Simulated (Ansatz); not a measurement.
2H WSe2, treated with r²SCAN+rVV10 (Ansatz, a program for electronic structure, PAW).

Numerical settings: plane-wave cutoff 600 eV, 12×12×4 k mesh (along the axes of the cell as run), Fermi–Dirac smearing 0.01 eV, no spin polarisation, scalar-relativistic PAW data made under PBE.

Starting structure:

```yaml
crystal:
  lattice:
    - [3.28000, 0.00000, 0.00000]
    - [-1.64000, 2.84056, 0.00000]
    - [0.00000, 0.00000, 12.96000]
  atoms:
    - { symbol: W, position: [0.66667, 0.33333, 0.75000] }
    - { symbol: W, position: [0.33333, 0.66667, 0.25000] }
    - { symbol: Se, position: [0.66667, 0.33333, 0.37900] }
    - { symbol: Se, position: [0.33333, 0.66667, 0.87900] }
    - { symbol: Se, position: [0.33333, 0.66667, 0.62100] }
    - { symbol: Se, position: [0.66667, 0.33333, 0.12100] }
```

Problem. Into what structure does the relaxation of cell and atoms lead at this level, with the symmetry of the start kept?

Solution. The volume increases by 2.7 %; final space group P6_3/mmc.
```yaml
crystal:
  lattice:
    - [3.29977, 0.00000, 0.00000]
    - [-1.64988, 2.85768, 0.00000]
    - [0.00000, 0.00000, 13.14971]
  atoms:
    - { symbol: W, position: [0.66667, 0.33333, 0.75000] }
    - { symbol: W, position: [0.33333, 0.66667, 0.25000] }
    - { symbol: Se, position: [0.66667, 0.33333, 0.37665] }
    - { symbol: Se, position: [0.33333, 0.66667, 0.87665] }
    - { symbol: Se, position: [0.33333, 0.66667, 0.62335] }
    - { symbol: Se, position: [0.66667, 0.33333, 0.12335] }
```
